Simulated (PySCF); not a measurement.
**Ionising SiH**

PBE; basis Si def2-TZVPPD, H def2-TZVPPD; no relativity; PySCF 2.14. Neutral (UKS): doublet (π ↑), Re = 1.544 Å, ωe = 1952 cm⁻¹, De = 3.12 eV, HOMO -4.51 eV, LUMO -4.21 eV.

SiH⁺ (UKS): singlet (closed shell), Re = 1.533 Å, ωe = 2047 cm⁻¹, De = 3.27 eV to Si⁺ + H. The energies at the minima are -289.83741 hartree for SiH and -289.54170 for SiH⁺.

Work out the adiabatic ionisation energy, without and with harmonic zero-point energies (1 hartree = 27.2114 eV, 1 eV = 8065.5 cm⁻¹), and the change of the bond length.

At PBE: 0.29571 hartree = 8.047 eV between the minima; the zero-point term (2047.0 − 1952.0)/2 cm⁻¹ = +0.006 eV makes it 8.053 eV. Re changes by -1.1 pm against the neutral. The electron leaves a π orbital, which is non-bonding in a hydride.

SiH⁻ (UKS): triplet (π ↑↑), Re = 1.572 Å, ωe = 1771 cm⁻¹, De = 3.08 eV to Si⁻ + H. The energies at the minima are -289.83741 hartree for SiH and -289.88088 for SiH⁻.

Work out the adiabatic electron affinity, without and with harmonic zero-point energies (1 hartree = 27.2114 eV, 1 eV = 8065.5 cm⁻¹), and the change of the bond length.

At PBE: 0.04347 hartree = 1.183 eV between the minima; the zero-point term (1952.0 − 1771.0)/2 cm⁻¹ = +0.011 eV makes it 1.194 eV. Re changes by +2.8 pm against the neutral. The electron enters a π orbital, which is non-bonding in a hydride.

For an ion De counts to the pair picked by the measured ionisation energies or electron affinities, which need not be the lowest pair at this level. The highest Kohn–Sham level is positive in this anion. Much of that is self-interaction error, but it also means that the finite basis helps to hold the extra electron. States were picked by a PBE0 search and need not be the measured ground states.
